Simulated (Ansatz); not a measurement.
Input file:

```yaml
crystal:
  periodic: [false, false, false]
  atoms:
    - {symbol: As, position_ang: [0.000000, 0.000000, 0.000000]}
    - {symbol: Mg, position_ang: [0.000000, 0.000000, 2.511600]}
basis:
  gaussian: {orbitals: cc-pVTZ}
total_charge: 1
magnetization: {spin_polarized: true, initial_magnetization: 0}
hamiltonian: {xc: {name: BHLYP}}
```

```sh
$ ansatz run in.yaml --threads 1 --pin off --events-out ev --progress --plain --max-ram 2393MiB
```

Question: Roughly how long does this take on 1 thread of Intel Xeon Platinum 8488C, shared host, and how much host memory?

Answer: 8 s wall and 0.19 GiB.

```
485 factors; integrals over basis functions are off by at most 1.0e-3 eV
mean field evaluation 1: about -66274.8182 eV, gradient 1.6e1 eV
mean field evaluation 2: about -66273.0479 eV, gradient 2.3e1 eV
mean field evaluation 4: about -66277.2800 eV, gradient 8.5e-1 eV
mean field evaluation 8: about -66277.3137 eV, gradient 8.0e-2 eV
mean field evaluation 16: about -66277.3138 eV, gradient 2.9e-5 eV
mean field evaluation 32: about -66277.2862 eV, gradient 2.5e-1 eV
mean field -66278.33325561 eV, -2435.6838220759 hartree, gradient 2.6e-5 eV, S^2 1.009407; 4 other end points of the search recorded, 0 dependent functions left out
reference -66278.33338685 eV, -2435.6838268987 hartree; 22, 22 occupied and 55, 55 virtual orbitals, 485 factors
Total energy: -66278.33338685 eV, -2435.6838268987 hartree
```
